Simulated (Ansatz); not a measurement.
# AlH₄ (doublet): wave-function methods side by side at distance Al1–H4 along a hydrogen transfer = 1.674 Å, 6-31G

How much of the correlation energy of AlH₄ (doublet) does each wave-function method recover here?

Program: Ansatz 0.2.0, Gaussian basis. Level of theory: 6-31G, core rule «outside noble gas», up to 5 orbitals frozen. These are calculated values, not measurements.

The runs, in order: UHF; CCSD(T) on ROHF; CCSD(T) on UHF; BCCD(T) on ROHF; CISD; CCSDT(Q) on ROHF; CCSDT(Q) on UHF; CISDTQ; CCSDTQ on ROHF; CCSDTQ on UHF; CASSCF and MRCISD+Q, 3 electrons in 3 orbitals; CASSCF and NEVPT2, 3 electrons in 3 orbitals; CASSCF and MRCISD+Q, 7 electrons in 8 orbitals; CASSCF and NEVPT2, 7 electrons in 8 orbitals; Full CI.

10 further runs of the same task are left out: 1 for a mislabelled method, 7 that didn't finish, 2 set aside as unsound or not needed.

### Step 1. What is computed

The geometry derives from fragments relaxed apart (PBE0/def2-TZVP) and kept rigid, so it is no stationary point. A hydrogen atom is moved between rigid fragments.

5 atoms, charge 0, spin multiplicity 2.

Atoms are counted from 1 here; the program's logs count them from 0.

Bond lengths: Al1–H2 1.586 Å, Al1–H3 1.586 Å, Al1–H4 1.674 Å. Angles: H2–Al1–H3 120.0°, H2–Al1–H4 120.0°, H3–Al1–H4 120.0°.

### Step 2. UHF

in.yaml reads:

```yaml
crystal:
  periodic: [false, false, false]
  atoms:
    - {symbol: Al, position_ang: [-0.088601, 0.000000, 0.000000]}
    - {symbol: H, position_ang: [-0.881524, 1.373384, 0.000000]}
    - {symbol: H, position_ang: [-0.881524, -1.373384, 0.000000]}
    - {symbol: H, position_ang: [1.585399, 0.000000, 0.000000]}
    - {symbol: H, position_ang: [2.549399, 0.000000, 0.000000]}
basis:
  gaussian: {orbitals: 6-31G}
magnetization: {spin_polarized: true, initial_magnetization: 1}
hamiltonian: {xc: hf}
output: {orbitals: {seedname: orbitals}}
```

Started as:

```sh
ansatz run in.yaml --threads 1 --pin off --events-out ev --progress --plain --max-ram 2393MiB
```

The runs that follow: CCSD(T) on ROHF; CCSD(T) on UHF; BCCD(T) on ROHF; CISD; CCSDT(Q) on ROHF; CCSDT(Q) on UHF; CISDTQ; CCSDTQ on ROHF; CCSDTQ on UHF; CASSCF and MRCISD+Q, 3 electrons in 3 orbitals; CASSCF and NEVPT2, 3 electrons in 3 orbitals; CASSCF and MRCISD+Q, 7 electrons in 8 orbitals; CASSCF and NEVPT2, 7 electrons in 8 orbitals; Full CI.

**Question.** What will the summary of the whole plan be? Wanted: FCI below the RHF energy; RMP2 from FCI; UMP2 from FCI; RCCSD from FCI; RCCSD(T) from FCI; UCCSD(T) from FCI; RCCSDT(Q) from FCI; UCCSDT(Q) from FCI; NEVPT2 pair from FCI.

As calculated:

```
                         quantity                                                                                                                                        value
         FCI below the RHF energy                                                                                                                                   -2.0282 eV
                    RMP2 from FCI                                                                                                                              +14.37 kcal/mol
                    UMP2 from FCI                                                                                                                              +14.08 kcal/mol
                   RCCSD from FCI                                                                                                                               +0.83 kcal/mol
                RCCSD(T) from FCI                                                                                                                               +0.30 kcal/mol
                UCCSD(T) from FCI                                                                                                                               +0.30 kcal/mol
               RCCSDT(Q) from FCI                                                                                                                               +0.01 kcal/mol
               UCCSDT(Q) from FCI                                                                                                                               +0.01 kcal/mol
             NEVPT2 pair from FCI                                                                                                                              +10.64 kcal/mol
          NEVPT2 valence from FCI                                                                                                                               +3.45 kcal/mol
        MRCISD+Q valence from FCI                                                                                                                               +0.23 kcal/mol
levels within 1 kcal/mol (43 meV)  RCCSD, UCCSD, RCCSD(T), UCCSD(T), BCCD(T), RCCSDT, UCCSDT, CISDTQ, RCCSDT(Q), UCCSDT(Q), RCCSDTQ, UCCSDTQ, MRCISD valence, MRCISD+Q valence
                    T1 diagnostic                                                                                                                                        0.026
   effectively unpaired electrons                                                                                                                                         1.02
```

In words: RCCSD(T) lands +0.30 kcal/mol from the yardstick (0.6 % of the correlation energy). One determinant dominates. Of the multireference levels listed MRCISD+Q valence comes nearest in total energy (+0.23 kcal/mol), which doesn't show that its space is the better one. These misses are within one basis, not against nature; the frozen cores of restricted and unrestricted runs differ, which can shift their rows.
